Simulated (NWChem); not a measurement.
A series in which one site is exchanged, each optimised at B3LYP/6-31G* with NWChem, gas phase unless a solvent is named. Pople sets run with spherical d functions.

A: FF (F₂; site = F)
B: [Li][F] (LiF; site = Li)
C: [K][F] (KF; site = K)
D: F (HF; site = H)

Values for A:

```
Property                                             Result
---------------------------------------------------  ------
highest harmonic frequency (cm⁻¹), B3LYP/6-31G*        1055
vertical ionisation energy, ΔSCF, PBE/def2-SVP (eV)   15.19
static polarisability, B3LYP/def2-SVPD (bohr³)          8.4
```

Q: How do these values change for the other members?

A: 
| change from A | B | C | D |
|---|---|---|---|
| highest harmonic frequency (cm⁻¹), B3LYP/6-31G* | -29 | -604 | +2897 |
| vertical ionisation energy, ΔSCF, PBE/def2-SVP (eV) | -3.76 | -5.79 | +0.60 |
| static polarisability, B3LYP/def2-SVPD (bohr³) | +1.1 | +8.6 | -2.8 |
